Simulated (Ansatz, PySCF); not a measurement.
This Ansatz (a first-principles code) input computes a BLYP/def2-TZVPD energy:

Ansatz 0.2 input:
```yaml
crystal:
  periodic: [false, false, false]
  atoms:
    - {symbol: O, position_ang: [0.06462128, 0.00157913, 0.02700513]}
    - {symbol: H, position_ang: [0.00178962, 0.80279151, -0.53584283]}
    - {symbol: H, position_ang: [0.01908461, -0.83637053, -0.48137831]}
    - {symbol: H, position_ang: [-0.53784446, 0.02094599, 0.80118010]}
basis:
  gaussian:
    orbitals: def2-TZVPD
hamiltonian:
  xc: {name: BLYP}
total_charge: 1
output: {forces: true}
```

Q: Write an input for the same energy in PySCF and say what it gives.

A: 
```python
from pyscf import gto, scf, dft

mol = gto.M(
    atom='''
    O     0.06462128    0.00157913    0.02700513
    H     0.00178962    0.80279151   -0.53584283
    H     0.01908461   -0.83637053   -0.48137831
    H    -0.53784446    0.02094599    0.80118010
    ''',
    basis='def2-tzvpd',
    charge=1,
    spin=0,
    verbose=4,
)

mf = dft.RKS(mol, xc='blyp').density_fit(auxbasis='def2-universal-jkfit')
mf.grids.level = 3
mf.conv_tol = 1e-9
mf.max_cycle = 100
mf.max_memory = 1500
mf.kernel()
if not mf.converged:
    mf = mf.newton()
    mf.kernel(mf.make_rdm1())
mf.analyze()
```
It gives -76.71835 Eh, and Ansatz -76.71829 Eh, a difference of 0.06 mEh, from the treatment of integrals and grids.
